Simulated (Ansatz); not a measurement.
Reaction (SMILES): OO (H2O2) → O[O-] + H+
B3LYP-D3(BJ)/def2-TZVP geometries, fixed; electronic energies without zero-point terms.

Basis-set convergence of the deprotonation energy at r2SCAN with Ansatz (a quantum-chemistry and plane-wave program). Cartesian d functions, on some or all atoms, in 6-31+G*; all else is spherical. The program fits the integrals of some runs and decomposes those of others, by size. No added dispersion term, no relativity. Functions are those of the species that has most. Reference: the value in aug-pcseg-3, 384.23 kcal/mol, itself unsure by roughly 0.12 kcal/mol (its mean distance from aug-cc-pVQZ, def2-QZVPPD). Deviations are taken from unrounded values.

```json
[
 {"basis": "STO-3G", "functions": "12", "deprotonation energy (kcal/mol)": "531.59", "minus reference (kcal/mol)": "147.36"},
 {"basis": "3-21G", "functions": "22", "deprotonation energy (kcal/mol)": "419.10", "minus reference (kcal/mol)": "34.86"},
 {"basis": "6-31G", "functions": "22", "deprotonation energy (kcal/mol)": "393.37", "minus reference (kcal/mol)": "9.13"},
 {"basis": "def2-SV(P)", "functions": "32", "deprotonation energy (kcal/mol)": "402.82", "minus reference (kcal/mol)": "18.58"},
 {"basis": "cc-pVDZ", "functions": "38", "deprotonation energy (kcal/mol)": "409.27", "minus reference (kcal/mol)": "25.04"},
 {"basis": "6-31+G*", "functions": "42", "deprotonation energy (kcal/mol)": "379.53", "minus reference (kcal/mol)": "-4.70"},
 {"basis": "6-311G**", "functions": "48", "deprotonation energy (kcal/mol)": "402.89", "minus reference (kcal/mol)": "18.66"},
 {"basis": "6-311+G**", "functions": "56", "deprotonation energy (kcal/mol)": "383.22", "minus reference (kcal/mol)": "-1.01"},
 {"basis": "aug-cc-pVDZ", "functions": "64", "deprotonation energy (kcal/mol)": "382.39", "minus reference (kcal/mol)": "-1.84"},
 {"basis": "cc-pVTZ", "functions": "88", "deprotonation energy (kcal/mol)": "398.38", "minus reference (kcal/mol)": "14.15"},
 {"basis": "def2-TZVPD", "functions": "98", "deprotonation energy (kcal/mol)": "383.29", "minus reference (kcal/mol)": "-0.94"},
 {"basis": "def2-TZVPPD", "functions": "114", "deprotonation energy (kcal/mol)": "384.04", "minus reference (kcal/mol)": "-0.20"},
 {"basis": "aug-cc-pVTZ", "functions": "138", "deprotonation energy (kcal/mol)": "383.94", "minus reference (kcal/mol)": "-0.29"},
 {"basis": "cc-pVQZ", "functions": "170", "deprotonation energy (kcal/mol)": "392.93", "minus reference (kcal/mol)": "8.70"},
 {"basis": "pcseg-3", "functions": "186", "deprotonation energy (kcal/mol)": "385.48", "minus reference (kcal/mol)": "1.25"},
 {"basis": "aug-cc-pVQZ", "functions": "252", "deprotonation energy (kcal/mol)": "384.37", "minus reference (kcal/mol)": "0.14"},
 {"basis": "aug-pcseg-3", "functions": "268", "deprotonation energy (kcal/mol)": "384.23", "minus reference (kcal/mol)": "0.00"},
 {"basis": "cc-pV5Z", "functions": "292", "deprotonation energy (kcal/mol)": "387.91", "minus reference (kcal/mol)": "3.68"}
]
```

The smallest set listed that lies within 0.5 kcal/mol of the reference with all its larger relatives (same family, alike in diffuse functions; a set with none counts only in the reference's own line) is def2-TZVPPD (114 functions, -0.20 kcal/mol off). (Relatives not listed, tested too: def2-QZVPPD 0.10 kcal/mol.)
